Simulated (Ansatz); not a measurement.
# NO+: small, medium and large basis sets

How large a basis does NO+ need? Two functionals and correlated methods are run in growing sets.

Method: one geometry, several basis sets; program: Ansatz 0.2.0, Gaussian basis.

Levels to be run: PBE0-D4/def2-SVP; ωB97M-V/def2-SVP; PBE0-D4/def2-QZVPP; ωB97M-V/def2-QZVPP; CCSD(T)/cc-pV(D+d)Z; CCSD(T)/cc-pV(T+d)Z; CCSD(T)/cc-pV(Q+d)Z; the functionals' def2-TZVPP values are taken from earlier runs.

## (1) The geometry

All runs share one geometry, relaxed beforehand with PBE0-D4 in a triple-zeta def2 set.

2 atoms, charge 1, spin multiplicity 1.

Atoms are counted from 1 here; the program's logs count them from 0.

Bond lengths: N1–O2 1.054 Å.

## (2) PBE0-D4 in def2-SVP

The input, in.yaml:

```yaml
crystal:
  periodic: [false, false, false]
  atoms:
    - {symbol: N, position_ang: [0.000000, -0.000000, 0.004778]}
    - {symbol: O, position_ang: [-0.000000, 0.000000, 1.058442]}
basis:
  gaussian: {orbitals: def2-SVP}
total_charge: 1
hamiltonian: {xc: pbe0, dispersion: d4}
output: {orbitals: {seedname: orbitals}}
```

Command:

```bash
$ ansatz run in.yaml --threads 2 --pin off --events-out ev --progress --plain --max-ram 32768MiB --backend cpu
```

The runs that follow: ωB97M-V in def2-SVP; PBE0-D4 in def2-QZVPP; ωB97M-V in def2-QZVPP; CCSD(T) in cc-pV(D+d)Z; CCSD(T) in cc-pV(T+d)Z; CCSD(T) in cc-pV(Q+d)Z.

Before running them: what should the planned runs give, taken together? Wanted: MP2 correlation recovered, cc-pV(D+d)Z; MP2 correlation recovered, cc-pV(T+d)Z; MP2 correlation recovered, cc-pV(Q+d)Z; CCSD(T) limit from def2 sets; PBE0-D4: double and triple zeta above quadruple; ωB97M-V: double and triple zeta above quadruple.

As calculated:

| quantity | value |
| --- | --- |
| MP2 correlation recovered, cc-pV(D+d)Z | 74.5 % |
| MP2 correlation recovered, cc-pV(T+d)Z | 89.8 % |
| MP2 correlation recovered, cc-pV(Q+d)Z | 95.8 % |
| CCSD(T) limit from def2 sets (earlier runs) less the limit of this series | 20 meV |
| PBE0-D4: double and triple zeta above quadruple | 4.56, 0.18 eV |
| ωB97M-V: double and triple zeta above quadruple | 4.64, 0.17 eV |

What this shows: PBE0-D4 gains 4.38 eV from double to triple zeta, then 0.18 eV more. Correlation climbs from 74 % (cc-pV(D+d)Z) to 96 % (cc-pV(Q+d)Z) of the limit; Hartree-Fock is 0.084 eV from its own by then. A limit from the def2 sets, made apart, differs by 20 meV, a least measure of the doubt on such a limit. Total energies overstate the basis error of differences, where much of it tends to cancel.
